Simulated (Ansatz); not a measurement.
C2H4O2, SMILES `COC=O` (C–O–C–O torsion 0°) (charge 0, multiplicity 1).

Calculation: Ansatz (a first-principles code) with frozen-core CCSD(T)/cc-pVTZ // PBE0-D3(BJ)/def2-TZVP.

Ansatz 0.2 input:
```yaml
crystal:
  periodic: [false, false, false]
  atoms:
    - { symbol: C, position_ang: [-1.006035, -0.184322, 0.089924] }
    - { symbol: O, position_ang: [0.300799, -0.7405, -0.053446] }
    - { symbol: C, position_ang: [1.290062, 0.145802, -0.118307] }
    - { symbol: O, position_ang: [1.168808, 1.334544, -0.067193] }
    - { symbol: H, position_ang: [-1.072526, 0.401098, 1.007695] }
    - { symbol: H, position_ang: [-1.6867, -1.03125, 0.126626] }
    - { symbol: H, position_ang: [-1.241107, 0.460079, -0.757975] }
    - { symbol: H, position_ang: [2.246698, -0.385451, -0.227322] }
basis:
  gaussian: { orbitals: cc-pVTZ }
correlation:
  method: ccsd_t
```

Output:

```
Functional definition: HF
1026 factors; integrals over basis functions are off by at most 1.0e-3 eV
mean field evaluation 1: about -6197.8233 eV, gradient 3.9e1 eV
mean field evaluation 2: about -6197.8270 eV, gradient 3.9e1 eV
mean field evaluation 4: about -6200.8006 eV, gradient 4.1e0 eV
mean field evaluation 8: about -6200.8560 eV, gradient 4.5e-1 eV
mean field evaluation 16: about -6200.7962 eV, gradient 4.1e0 eV
mean field -6200.85770645 eV, -227.8773176197 hartree, gradient 4.7e-6 eV, S^2 0.000000; 0 other end points of the search recorded, 0 dependent functions left out
4 core orbitals not correlated
reference -6200.85770645 eV, -227.8773176197 hartree; 12, 12 occupied and 160, 160 virtual orbitals, 1026 factors
second order -21.73316957 eV of doubles, -0.00000000 eV of singles
cycle   1  -21.48516004 eV  change    2.5e-1 eV  update   1.1e-1
cycle   2  -22.05721430 eV  change   -5.7e-1 eV  update   3.4e-2
cycle   3  -22.19877823 eV  change   -1.4e-1 eV  update   1.8e-2
cycle   4  -22.17815761 eV  change    2.1e-2 eV  update   4.4e-3
cycle   5  -22.17799537 eV  change    1.6e-4 eV  update   2.0e-3
cycle   6  -22.17871896 eV  change   -7.2e-4 eV  update   5.2e-4
cycle   7  -22.17828673 eV  change    4.3e-4 eV  update   2.2e-4
cycle   8  -22.17819696 eV  change    9.0e-5 eV  update   7.6e-5
cycle   9  -22.17823732 eV  change   -4.0e-5 eV  update   3.0e-5
cycle  10  -22.17822560 eV  change    1.2e-5 eV  update   1.3e-5
perturbative correction -0.91590731 eV, -0.0336589730 hartree
Total energy: -6223.95183937 eV, -228.7260113507 hartree
```
